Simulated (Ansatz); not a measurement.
System: bcc Ti (high-temperature phase). Method: PBEsol (Ansatz, a first-principles code, plane waves, PAW).

Run with plane-wave cutoff 500 eV, 32×32×32 k mesh, Fermi–Dirac smearing 0.1 eV, no spin polarisation, scalar-relativistic PAW data made under PBE.

Computed at the level's own relaxed cell.

Question: Predict the equilibrium volume per atom and lattice constant a.

Answer: 
equilibrium volume per atom: 16.60 Å³/atom
lattice constant a: 3.214 Å

The run finds no gap.

Note: symmetry holds this phase in the static calculation, where it need not be a minimum; held by symmetry at 0 K, a high-temperature phase can be a saddle point; the volume lies 6 % below that of the published cell.

Computed values are for the static lattice.
